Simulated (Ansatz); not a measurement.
# SiNH5 + H2S: a complex and its separated parts

The complex below is one end of an elementary step. How strongly is it bound against its free parts?

Program: Ansatz 0.2.0, Gaussian basis. Level of theory: PBE0-D4/def2-TZVP structures, single points in def2-TZVPP, no counterpoise correction. These are calculated values, not measurements.

Levels: SPW92, PBE-D4, BLYP-D4, r2SCAN-D4, B97M-V, PBE0-D4, B3LYP-D4, r2SCAN0-D4, BHLYP-D4, CAM-B3LYP-D4, wB97X-V, wB97M-V, B2PLYP, PBE-QIDH, RPA on PBE, Hartree-Fock, MP2, CCSD, CCSD(T).

Cores are frozen in the correlated methods. B3LYP uses VWN-RPA correlation. B2PLYP carries no dispersion term here.

94 further runs of the same task are left out: 94 set aside as unsound or not needed.

**1. The system as given**

The complex: 10 atoms, charge 0, spin multiplicity 1.

Atoms are counted from 1 here; the program's logs count them from 0.

Bond lengths: Si1–N2 1.732 Å, Si1–H3 1.485 Å, Si1–H4 1.492 Å, Si1–H5 1.483 Å, N2–H8 1.009 Å, N2–H9 1.009 Å, H6–S7 1.354 Å, S7–H10 1.341 Å. Angles: N2–Si1–H3 107.5°, N2–Si1–H4 115.2°, N2–Si1–H5 107.3°, H3–Si1–H4 107.8°, H3–Si1–H5 110.7°, H4–Si1–H5 108.3°, Si1–N2–H8 117.8°, Si1–N2–H9 118.2°, H8–N2–H9 109.6°, H6–S7–H10 92.5°.

Coordinates:

```
Si   -1.3749    0.1925    0.1014
N    -0.1520   -0.9807    0.4612
H    -1.1320    0.6820   -1.2794
H    -2.7770   -0.3125    0.1670
H    -1.2305    1.2953    1.0827
H     1.7100    0.1261    0.0224
S     2.7940    0.8640   -0.3132
H    -0.0574   -1.2829    1.4197
H    -0.0554   -1.7741   -0.1554
H     2.2753    1.1902   -1.5064
```

Its parts: SiNH5 holds atoms 1, 2, 3, 4, 5, 8, 9; H2S holds atoms 6, 7, 10. Each part counts its atoms afresh in its own runs.

**2. Relaxing SiNH5 alone**

File relax-a/in.yaml:

```yaml
crystal:
  periodic: [false, false, false]
  atoms:
    - {symbol: Si, position_ang: [-1.374941, 0.192493, 0.101412]}
    - {symbol: N, position_ang: [-0.152017, -0.980691, 0.461234]}
    - {symbol: H, position_ang: [-1.132042, 0.681952, -1.279439]}
    - {symbol: H, position_ang: [-2.776963, -0.312508, 0.166957]}
    - {symbol: H, position_ang: [-1.230505, 1.295343, 1.082735]}
    - {symbol: H, position_ang: [-0.057400, -1.282896, 1.419712]}
    - {symbol: H, position_ang: [-0.055395, -1.774083, -0.155392]}
basis:
  gaussian: {orbitals: def2-TZVP}
hamiltonian: {xc: pbe0, dispersion: d4}
relax: {f_tol: 0.005, max_steps: 200}
```

Started as:

```
> ansatz run in.yaml --threads 4 --pin off --events-out ev --progress --plain --max-ram 9574MiB
```

The runs that follow: Relaxing H2S alone; SPW92/def2-TZVPP; PBE-D4/def2-TZVPP; BLYP-D4/def2-TZVPP; r2SCAN-D4/def2-TZVPP; B97M-V/def2-TZVPP; PBE0-D4/def2-TZVPP; B3LYP-D4/def2-TZVPP; r2SCAN0-D4/def2-TZVPP; BHLYP-D4/def2-TZVPP; CAM-B3LYP-D4/def2-TZVPP; wB97X-V/def2-TZVPP; wB97M-V/def2-TZVPP; B2PLYP/def2-TZVPP; PBE-QIDH/def2-TZVPP; RPA on PBE/def2-TZVPP; CCSD(T)/def2-TZVPP; Vibrations of SiNH5; Vibrations of H2S.

Q: Predict the outcome of this session. Wanted: complex less parts, CCSD(T)/def2-TZVPP; with zero-point energy; largest T1 diagnostic.

The runs gave:

| quantity | value |
| --- | --- |
| complex less parts, CCSD(T)/def2-TZVPP | -11.4 kJ/mol |
| with zero-point energy | -5.7 kJ/mol |
| largest T1 diagnostic | 0.010 |

In words: At CCSD(T) the complex lies 11.4 kJ/mol below its parts. PBE-QIDH is the best functional here (+0.2 kJ/mol from CCSD(T)); SPW92 is the worst (-13.4 kJ/mol). Mean unsigned error by rung: LDA 13.4, GGA 5.6, meta-GGA 1.8, hybrid 2.7, range-separated hybrid 1.1, double hybrid 1.3 kJ/mol. PBE-D4 gives a relative energy 6.7 kJ/mol too low, an error of 58 % of the reference. No counterpoise was applied, and triple zeta lacks some correlation, so the CCSD(T) reference has a basis error of its own, and close matches with it are partly luck.
